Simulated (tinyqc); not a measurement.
Inside a calculation. Method: RKS/PBE0 in the sto-3g basis, for H2F+, spin multiplicity 1. One step of it, computed by the program tinyqc.

Problem. Iteration 1: diagonalisation and new density. A level shift of 1 hartree raises the virtual space: F + shift (S - S D(s) S), with D(s) the density of one spin (D/2). Diagonalise F' = X^T F X, C = X C', fill 5 alpha and 5 beta electrons from the bottom; D = 2 C_occ C_occ^T; the new density keeps 0.5 of the old one (damping). Each column has its largest component positive (the first on a tie).

Kohn-Sham matrix F (hartree), lower triangle:
```
             1F 1s      1F 2s     1F 2px     1F 2py     1F 2pz      2H 1s      3H 1s
1F 1s   -23.908332
1F 2s    -6.197700  -2.703531
1F 2px    0.000000   0.000000  -0.256805
1F 2py    0.000000   0.000000   0.000000  -0.415841
1F 2pz   -0.010992  -0.169945   0.000000   0.000000  -0.311666
2H 1s    -1.175769  -0.944418   0.000000  -0.356971  -0.255873  -0.715175
3H 1s    -1.175769  -0.944418   0.000000   0.356971  -0.255873  -0.324231  -0.715175
```

X, lower triangle:
```
            1F 1s      1F 2s    1F 2px     1F 2py     1F 2pz      2H 1s     3H 1s
1F 1s    1.024025
1F 2s   -0.139291   1.183078
1F 2px   0.000000   0.000000  1.000000
1F 2py   0.000000   0.000000  0.000000   1.089458
1F 2pz  -0.006159   0.062660  0.000000   0.000000   1.024402
2H 1s    0.019347  -0.241768  0.000000  -0.197946  -0.094496   1.146965
3H 1s    0.019347  -0.241768  0.000000   0.197946  -0.094496  -0.081163  1.146965
```

D at the start, lower triangle:
```
            1F 1s      1F 2s    1F 2px     1F 2py     1F 2pz      2H 1s     3H 1s
1F 1s    2.132549
1F 2s   -0.582808   2.557162
1F 2px   0.000000   0.000000  2.000000
1F 2py   0.000000   0.000000  0.000000   2.314982
1F 2pz  -0.032787   0.195169  0.000000   0.000000   2.084135
2H 1s    0.070438  -0.304004  0.000000  -0.342042  -0.158145   0.095480
3H 1s    0.070438  -0.304004  0.000000   0.342042  -0.158145  -0.005594  0.095480
```

overlap S, lower triangle:
```
           1F 1s     1F 2s    1F 2px     1F 2py    1F 2pz     2H 1s     3H 1s
1F 1s   1.000000
1F 2s   0.237990  1.000000
1F 2px  0.000000  0.000000  1.000000
1F 2py  0.000000  0.000000  0.000000   1.000000
1F 2pz  0.000000  0.000000  0.000000   0.000000  1.000000
2H 1s   0.044640  0.420426  0.000000   0.289134  0.167357  1.000000
3H 1s   0.044640  0.420426  0.000000  -0.289134  0.167357  0.202550  1.000000
```

Give: F' = X^T F X; orbital energies; coefficients C; D after iteration 1.

Solution.

F' = X^T F X (hartree), lower triangle:
```
         1       2       3       4       5       6      7
1  -23.439
2   -3.281  -1.395
3    0.000   0.000  -0.257
4    0.000   0.000   0.000  -0.214
5   -0.020  -0.055   0.000   0.000  -0.255
6   -0.167  -0.467   0.000  -0.352  -0.193   0.631
7   -0.167  -0.467   0.000   0.352  -0.193  -0.092  0.631
```

orbital energies (hartree): MO1 -23.922, MO2 -1.167, MO3 -0.430, MO4 -0.285, MO5 -0.257, MO6 0.824, MO7 0.938

coefficients C:
```
           MO1     MO2     MO3     MO4    MO5     MO6     MO7
1F 1s    0.993  -0.259   0.000   0.059  0.000   0.106   0.000
1F 2s    0.029   0.982   0.000  -0.259  0.000  -0.712   0.000
1F 2px   0.000   0.000   0.000   0.000  1.000   0.000   0.000
1F 2py   0.000   0.000   0.889   0.000  0.000   0.000  -0.689
1F 2pz   0.003   0.173   0.000   0.952  0.000  -0.367   0.000
2H 1s   -0.006   0.033   0.163   0.076  0.000   0.793   0.876
3H 1s   -0.006   0.033  -0.163   0.076  0.000   0.793  -0.876
```

D after iteration 1, lower triangle:
```
         1F 1s   1F 2s  1F 2px  1F 2py  1F 2pz   2H 1s  3H 1s
1F 1s    2.124
1F 2s   -0.533   2.311
1F 2px   0.000   0.000   2.000
1F 2py   0.000   0.000   0.000   1.948
1F 2pz  -0.002   0.021   0.000   0.000   1.979
2H 1s    0.025  -0.140   0.000  -0.026  -0.001   0.081
3H 1s    0.025  -0.140   0.000   0.026  -0.001  -0.022  0.081
```
